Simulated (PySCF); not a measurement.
# Relaxation of singlet CF₄

Computed with PySCF, B3LYP, basis C def2-SVP, F def2-SVP (no relativity, density fitting). A (50,194) grid was used.

A hand-made square planar start, of D4h symmetry, held to at least that symmetry:

```xyz
5
charge 0 multiplicity 1, angstrom
C     0.0000    0.0000    0.0000
F     1.3900    0.0000    0.0000
F     0.0000    1.3900    0.0000
F    -1.3900    0.0000    0.0000
F     0.0000   -1.3900    0.0000
```

Optimiser trace:
| step | E − E(last) (kJ/mol) | largest gradient (Eh/bohr) |
| --- | --- | --- |
| 0 | 1.94 | 0.01395 |
| 1 | 0.81 | 0.00856 |
| 2 | 0.00 | 0.00043 |
| 3 | 0.00 | 0.00002 |

It ends at D4h with C–F 1.404 Å (×4); F–C–F 90.0° (×4), F–C–F 180.0° (×2). A frequency run shows 1 imaginary mode, down to 368i cm⁻¹, so it is a saddle point.

Final geometry:
Coordinates in bohr (charge 0 multiplicity 1):
```
C     0.0000    0.0000    0.0000
F     2.6532    0.0000    0.0000
F     0.0000    2.6532    0.0000
F    -2.6532    0.0000    0.0000
F     0.0000   -2.6532    0.0000
```

The relaxation took about 7 core-seconds on a shared host.
